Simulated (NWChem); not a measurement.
Program: NWChem. System: dichloromethane (CH$_{2}$Cl$_{2}$), charge 0, spin multiplicity 1, at a geometry optimised with PBE0/def2-SVP. Level: EOM-CCSD/aug-cc-pVDZ, 11 core orbitals frozen.

Job file:

```
start mol
memory heap 100 mb stack 700 mb global 1900 mb
geometry units angstroms nocenter noautoz
  Cl     1.477608     0.000000    -0.214511
  C      0.000000     0.000000     0.755926
  Cl    -1.477608     0.000000    -0.214511
  H      0.000000    -0.901498     1.378901
  H      0.000000     0.901498     1.378901
  symmetry group C2v
end
basis spherical
  * library aug-cc-pvdz
end
scf
  rhf
  nopen 0
  maxiter 100
  thresh 1e-7
  semidirect memsize 60000000 filesize 0
end
tce
  freeze core 11
  ccsd
  nroots 1
  2eorb
  2emet 13
  thresh 1e-5
  maxiter 200
  tilesize 24
end
task tce energy
```

Part of the output:

```
             Northwest Computational Chemistry Package (NWChem) 7.3.0
             --------------------------------------------------------

                                NWChem Input Module
                                -------------------

 Scaling coordinates for geometry "geometry" by  1.889725989
 (inverse scale =  0.529177249)

 Turning off AUTOSYM since
 SYMMETRY directive was detected!

                             Geometry "geometry" -> ""
                             -------------------------

 Output coordinates in angstroms (scale by  1.889725989 to convert to a.u.)

  No.       Tag          Charge          X              Y              Z
 ---- ---------------- ---------- -------------- -------------- --------------
    1 Cl                  17.0000     1.47760800     0.00000000    -0.21451100
    2 C                    6.0000     0.00000000     0.00000000     0.75592600
    3 Cl                  17.0000    -1.47760800     0.00000000    -0.21451100
    4 H                    1.0000     0.00000000    -0.90149800     1.37890100
    5 H                    1.0000     0.00000000     0.90149800     1.37890100

 Effective nuclear repulsion energy (a.u.)     134.1996818889

            Nuclear Dipole moment (a.u.)
            ----------------------------
        X                 Y               Z
 ---------------- ---------------- ----------------
     0.0000000000     0.0000000000    -0.0000302356

      Symmetry information
      --------------------

 Group name             C2v
 Group number             16
 Group order               4
 No. of unique centers     3

      Symmetry unique atoms

     1    2    4


 Summary of "ao basis" -> "" (spherical)
 ------------------------------------------------------------------------------
       Tag                 Description            Shells   Functions and Types
 ---------------- ------------------------------  ------  ---------------------
 *                        aug-cc-pvdz                 on all atoms

 Summary of "ao basis" -> "ao basis" (spherical)
 ------------------------------------------------------------------------------
       Tag                 Description            Shells   Functions and Types
 ---------------- ------------------------------  ------  ---------------------
 Cl                       aug-cc-pvdz               11       27   5s4p2d
 C                        aug-cc-pvdz                9       23   4s3p2d
 H                        aug-cc-pvdz                5        9   3s2p

                                 NWChem SCF Module
                                 -----------------

  ao basis        = "ao basis"
  functions       =    95
  atoms           =     5
  closed shells   =    21
  open shells     =     0
  charge          =   0.00
  wavefunction    = RHF
  use symmetry    = T
  symmetry adapt  = T

 Summary of "ao basis" -> "ao basis" (spherical)
 ------------------------------------------------------------------------------
       Tag                 Description            Shells   Functions and Types
 ---------------- ------------------------------  ------  ---------------------
 Cl                       aug-cc-pvdz               11       27   5s4p2d
 C                        aug-cc-pvdz                9       23   4s3p2d
 H                        aug-cc-pvdz                5        9   3s2p

      Symmetry analysis of basis
      --------------------------

        a1         37
        a2         12
        b1         26
        b2         20

 Forming initial guess at       0.1s

      Superposition of Atomic Density Guess
      -------------------------------------

 Sum of atomic energies:        -957.61790371

      Non-variational initial energy
      ------------------------------

 Total energy =    -958.535984
 1-e energy   =   -1588.556393
 2-e energy   =     495.820726
 HOMO         =      -0.352690
 LUMO         =       0.016787

      Symmetry analysis of molecular orbitals - initial
      -------------------------------------------------

  Numbering of irreducible representations:

     1 a1          2 a2          3 b1          4 b2

  Orbital symmetries:

     1 a1          2 b1          3 a1          4 a1          5 b1
     6 a1          7 b1          8 b2          9 a1         10 a2
    11 b1         12 a1         13 b1         14 a1         15 b2
    16 a1         17 b1         18 a2         19 a1         20 b1
    21 b2         22 a1         23 a1         24 b2         25 b1
    26 a1         27 b1         28 a1         29 b1         30 a1
    31 b2

 Starting SCF solution at       2.4s

 ----------------------------------------------
         Quadratically convergent ROHF

 Convergence threshold     :          1.000E-07
 Maximum no. of iterations :          100
 Final Fock-matrix accuracy:          1.000E-09
 ----------------------------------------------

              iter       energy          gnorm     gmax       time
             ----- ------------------- --------- --------- --------
                 1     -957.9831842188  8.22D-01  1.95D-01      2.4
                 2     -958.0331992653  2.29D-01  5.61D-02      2.5
                 3     -958.0391427442  1.86D-02  4.12D-03      2.6
                 4     -958.0392039357  1.09D-04  2.83D-05      2.7
                 5     -958.0392039375  1.01D-08  2.40D-09      2.9

       Final RHF  results
       ------------------

         Total SCF energy =   -958.039203937457
      One-electron energy =  -1589.701650659438
      Two-electron energy =    497.462764833071
 Nuclear repulsion energy =    134.199681888910

        Time for solution =      0.5s
[...]
   0.0230657932751   0.2870064280966    7.80985     0.6     0.6

 Iteration  14 using   14 trial vectors
   0.0243610043844   0.2857528746309    7.77573     0.6     0.6

 Iteration  15 using   15 trial vectors
   0.0207269490462   0.2851693476805    7.75986     0.6     0.6

 Iteration  16 using   16 trial vectors
   0.0115696276270   0.2845870618290    7.74401     0.6     0.6

 Iteration  17 using   17 trial vectors
   0.0059706406822   0.2845066413523    7.74182     0.6     0.6

 Iteration  18 using   18 trial vectors
   0.0039781488883   0.2844885887113    7.74133     0.9     0.9

 Iteration  19 using   19 trial vectors
   0.0026388283856   0.2844548531495    7.74041     1.0     1.0

 Iteration  20 using   20 trial vectors
   0.0012047142562   0.2844649100102    7.74069     1.0     1.0

 Iteration  21 using   21 trial vectors
   0.0006368697874   0.2844578107687    7.74049     1.0     1.0

 Iteration  22 using   22 trial vectors
   0.0004651772143   0.2844575068525    7.74049     0.9     0.9

 Iteration  23 using   23 trial vectors
   0.0003252220782   0.2844579620239    7.74050     1.0     1.0

 Iteration  24 using   24 trial vectors
   0.0002276328867   0.2844564742403    7.74046     1.0     1.0

 Iteration  25 using   25 trial vectors
   0.0001623883246   0.2844581505109    7.74050     1.0     1.0

 Iteration  26 using   26 trial vectors
   0.0000810757648   0.2844572511538    7.74048     1.0     1.0

 Iteration  27 using   27 trial vectors
   0.0000352603809   0.2844574265142    7.74048     1.0     1.0

 Iteration  28 using   28 trial vectors
   0.0000184493100   0.2844574621052    7.74048     1.0     1.0

 Iteration  29 using   29 trial vectors
   0.0000106237903   0.2844573087404    7.74048     1.0     1.0

 Iteration  30 using   30 trial vectors
   0.0000063657495   0.2844573955523    7.74048     1.0     1.0
 --------------------------------------------------------------
 Iterations converged
 ------------------

 Excited state root  1
 Excitation energy / hartree =        0.284457395552349
                   / eV      =        7.740482863949359
 largest EOMCCSD amplitudes: R1 and R2

 Singles contributions
    22a1  (alpha) ---    18a2  (alpha)       -0.2207924394
    24a1  (alpha) ---    18a2  (alpha)       -0.4064024862
    26a1  (alpha) ---    18a2  (alpha)        0.4531113626
    28a1  (alpha) ---    18a2  (alpha)        0.2176451945
    34a1  (alpha) ---    18a2  (alpha)       -0.3311713579
    25b1  (alpha) ---    21b2  (alpha)        0.3009831979
    27b1  (alpha) ---    21b2  (alpha)        0.1849046855
    33b1  (alpha) ---    21b2  (alpha)       -0.1485283658
    35b1  (alpha) ---    21b2  (alpha)       -0.3474816588

 Doubles contributions

 =========================================
 Excited-state calculation ( b1  symmetry)
 =========================================
 Dim. of EOMCC iter. space      500

 EOMCCSD SOLVER TYPE  1
  maxdiff =   0.48655496046573421

 No. of initial right vectors    1

 EOM-CCSD right-hand side iterations
 --------------------------------------------------------------
      Residuum       Omega / hartree  Omega / eV    Cpu    Wall
 --------------------------------------------------------------

 Iteration   1 using    1 trial vectors
   0.4659460692497   0.4171659494286   11.35167     0.9     0.9

 Iteration   2 using    2 trial vectors
   0.0865606274115   0.3182894633350    8.66110     0.6     0.6

 Iteration   3 using    3 trial vectors
   0.0826872195974   0.3090937195098    8.41087     0.6     0.6

 Iteration   4 using    4 trial vectors
   0.0623981957072   0.2988279845618    8.13153     0.6     0.6

 Iteration   5 using    5 trial vectors
   0.0442240959087   0.2925649335387    7.96110     0.6     0.6

 Iteration   6 using    6 trial vectors
   0.0564408379334   0.2900512718972    7.89270     0.6     0.6

 Iteration   7 using    7 trial vectors
   0.0641457198933   0.2821925136829    7.67885     0.6     0.6

 Iteration   8 using    8 trial vectors
   0.0427823882946   0.2785931680918    7.58091     0.6     0.6

 Iteration   9 using    9 trial vectors
   0.0389834275526   0.2762651192967    7.51756     0.6     0.6

 Iteration  10 using   10 trial vectors
   0.0251955966399   0.2739007674855    7.45322     0.6     0.6

 Iteration  11 using   11 trial vectors
   0.0127439464123   0.2736585541914    7.44663     0.6     0.6

 Iteration  12 using   12 trial vectors
   0.0066189856226   0.2733148842628    7.43728     0.6     0.6

 Iteration  13 using   13 trial vectors
   0.0039122365962   0.2733582132767    7.43846     0.6     0.6

 Iteration  14 using   14 trial vectors
   0.0023326541259   0.2733332573566    7.43778     0.6     0.6

 Iteration  15 using   15 trial vectors
   0.0012131377593   0.2733203398627    7.43743     0.8     0.8

 Iteration  16 using   16 trial vectors
   0.0006072379942   0.2733227647233    7.43749     1.0     1.0

 Iteration  17 using   17 trial vectors
   0.0003059128712   0.2733173494796    7.43735     1.0     1.0

 Iteration  18 using   18 trial vectors
   0.0002047538163   0.2733176271655    7.43735     1.0     1.0

 Iteration  19 using   19 trial vectors
   0.0001466559534   0.2733181808343    7.43737     1.0     1.0

 Iteration  20 using   20 trial vectors
   0.0000691346346   0.2733177137586    7.43736     1.0     1.0

 Iteration  21 using   21 trial vectors
   0.0000311312387   0.2733182123210    7.43737     1.0     1.0

 Iteration  22 using   22 trial vectors
   0.0000140601146   0.2733181380224    7.43737     1.0     1.0

 Iteration  23 using   23 trial vectors
   0.0000070629918   0.2733181153101    7.43737     1.0     1.0
 --------------------------------------------------------------
 Iterations converged
 ------------------

 Excited state root  1
 Excitation energy / hartree =        0.273318115310078
                   / eV      =        7.437367497007998
 largest EOMCCSD amplitudes: R1 and R2

 Singles contributions
    22a1  (alpha) ---    20b1  (alpha)       -0.3590473440
    24a1  (alpha) ---    20b1  (alpha)       -0.3868595109
    26a1  (alpha) ---    20b1  (alpha)        0.5444802418
    28a1  (alpha) ---    20b1  (alpha)        0.2637701732
    30a1  (alpha) ---    20b1  (alpha)        0.1213394765
    34a1  (alpha) ---    20b1  (alpha)       -0.3157101855
    40a1  (alpha) ---    20b1  (alpha)       -0.1248509685
    25b1  (alpha) ---    19a1  (alpha)        0.1249203187
    27b1  (alpha) ---    19a1  (alpha)        0.1111821793
    35b1  (alpha) ---    19a1  (alpha)       -0.2173248556

 Doubles contributions

 =========================================
 Excited-state calculation ( b2  symmetry)
 =========================================
 Dim. of EOMCC iter. space      500

 EOMCCSD SOLVER TYPE  1
  maxdiff =   0.48224752392430359

 No. of initial right vectors    1

 EOM-CCSD right-hand side iterations
 --------------------------------------------------------------
      Residuum       Omega / hartree  Omega / eV    Cpu    Wall
 --------------------------------------------------------------

 Iteration   1 using    1 trial vectors
   0.4511977524261   0.4052385805932   11.02711     1.3     1.3

 Iteration   2 using    2 trial vectors
   0.0868181327330   0.3095967765309    8.42456     1.0     1.0

 Iteration   3 using    3 trial vectors
   0.0839067721701   0.2999829728915    8.16296     0.9     0.9

 Iteration   4 using    4 trial vectors
   0.0587746536695   0.2897243198183    7.88380     1.0     1.0

 Iteration   5 using    5 trial vectors
   0.0397851155319   0.2844439639241    7.74012     1.0     1.0

 Iteration   6 using    6 trial vectors
   0.0537156963585   0.2823839585004    7.68406     1.0     1.0

 Iteration   7 using    7 trial vectors
   0.0664309764008   0.2752114106814    7.48889     1.0     1.0

 Iteration   8 using    8 trial vectors
   0.0432037409522   0.2708069538029    7.36904     0.9     0.9

 Iteration   9 using    9 trial vectors
   0.0364482960848   0.2690341538586    7.32079     0.9     0.9

 Iteration  10 using   10 trial vectors
   0.0231870549215   0.2667970309843    7.25992     0.9     0.9

 Iteration  11 using   11 trial vectors
   0.0112692147251   0.2666629084789    7.25627     1.0     1.0

 Iteration  12 using   12 trial vectors
   0.0053745769079   0.2663658897927    7.24819     1.0     1.0

 Iteration  13 using   13 trial vectors
   0.0030388202862   0.2664159050971    7.24955     1.0     1.0

 Iteration  14 using   14 trial vectors
   0.0017269782292   0.2663915940157    7.24889     1.0     1.0

 Iteration  15 using   15 trial vectors
   0.0009020693662   0.2663894029718    7.24883     0.9     0.9

 Iteration  16 using   16 trial vectors
   0.0004328323189   0.2663894911535    7.24883     1.0     1.0

 Iteration  17 using   17 trial vectors
   0.0002218722542   0.2663840519197    7.24868     0.9     0.9

 Iteration  18 using   18 trial vectors
   0.0001609650672   0.2663861975153    7.24874     0.9     0.9

 Iteration  19 using   19 trial vectors
   0.0001034328498   0.2663849427475    7.24871     1.0     1.0

 Iteration  20 using   20 trial vectors
   0.0000495759652   0.2663857961419    7.24873     1.0     1.0

 Iteration  21 using   21 trial vectors
   0.0000226198705   0.2663857882415    7.24873     1.0     1.0

 Iteration  22 using   22 trial vectors
   0.0000113982759   0.2663857025148    7.24873     1.0     1.0

 Iteration  23 using   23 trial vectors
   0.0000057639801   0.2663857497877    7.24873     1.0     1.0
 --------------------------------------------------------------
 Iterations converged
 ------------------

 Excited state root  1
 Excitation energy / hartree =        0.266385749787699
                   / eV      =        7.248728152868571
 largest EOMCCSD amplitudes: R1 and R2

 Singles contributions
    22a1  (alpha) ---    21b2  (alpha)        0.3707593645
    24a1  (alpha) ---    21b2  (alpha)        0.4267727403
    26a1  (alpha) ---    21b2  (alpha)       -0.5137732936
    28a1  (alpha) ---    21b2  (alpha)       -0.2735910494
    30a1  (alpha) ---    21b2  (alpha)       -0.1441571675
    34a1  (alpha) ---    21b2  (alpha)        0.3483667591
    40a1  (alpha) ---    21b2  (alpha)        0.1114111552
    27b1  (alpha) ---    18a2  (alpha)       -0.1147983588
    35b1  (alpha) ---    18a2  (alpha)        0.1670008148

 Doubles contributions

 Task  times  cpu:      113.6s     wall:      113.6s

 Total times  cpu:      113.6s     wall:      113.6s
```
